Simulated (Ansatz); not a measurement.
A nudged elastic band was laid between two geometries of BClFH + H2 (6 atoms, charge 0, multiplicity 1).

Method: RKS PBE0-D4/cc-pVDZ in Ansatz 0.2.0.

```yaml
movable_images: 3
climbing_image: yes
spring: 5.0 eV/Å²
optimiser: quadratic models (default)
start_path: through a guess of the saddle point
force_threshold: 0.03 eV/Å
iteration_limit: 60
end_points: relaxed
```

Image 0:

```xyz
6
Properties=species:S:1:pos:R:3
B 0.017 -0.487 -0.039
F 0.034 -0.886 1.223
Cl 1.516 -0.518 -0.944
H -1.005 -0.126 -0.552
H 0.389 2.396 0.786
H 0.197 2.085 1.455
```

Image 4:

```xyz
6
Properties=species:S:1:pos:R:3
B -0.064 0.592 -0.244
F -0.061 0.344 1.699
Cl 1.589 -0.091 -0.506
H -0.977 -0.145 -0.492
H -0.139 1.789 -0.246
H 0.801 -0.025 1.719
```

Q: Which bonds break or form, and what moves?

A: Bonds broken: B1–F2, H5–H6. Bonds formed: B1–H5, F2–H6. BClFH + H2 becomes BClH2 + FH.

Q: What energy profile does the band end with?

A: It converged. The highest image is number 2 of 0 to 4, 1.71 eV above the first end and 0.60 eV above the last; the last end lies 1.11 eV above the first. Neighbouring images differ by up to 1.5 eV, so the band resolves the path poorly. Another band between the same ends (9 images) ends at a top of the same energy, where a vibrational analysis finds 1 clearly imaginary mode. So few images can step over the top or miss a turn of the path. The orbitals stay closed-shell, which can raise the energy where a bond breaks towards radicals; this wasn't checked here.

```tsv
image	path coordinate (Å)	energy (eV)	B1–F2 (Å)	H5–H6 (Å)	B1–H5 (Å)
0	0.00	0.00	1.32	0.76	3.02
1	0.99	0.17	1.34	0.76	2.15
2	1.97	1.71	1.63	1.06	1.33
3	3.02	1.18	2.05	2.28	1.21
4	4.07	1.11	1.96	2.83	1.20
```

Q: What is the geometry of the highest image?

A: 
```xyz
6
Properties=species:S:1:pos:R:3
B 0.092 0.273 0.002
F 0.111 -0.119 1.582
Cl 1.573 -0.255 -0.812
H -0.984 0.028 -0.463
H 0.181 1.547 0.357
H 0.175 0.990 1.263
```

Time of the run: 69 s on 1 thread of Arm Neoverse V1 (shared host), peak memory 0.11 GiB.
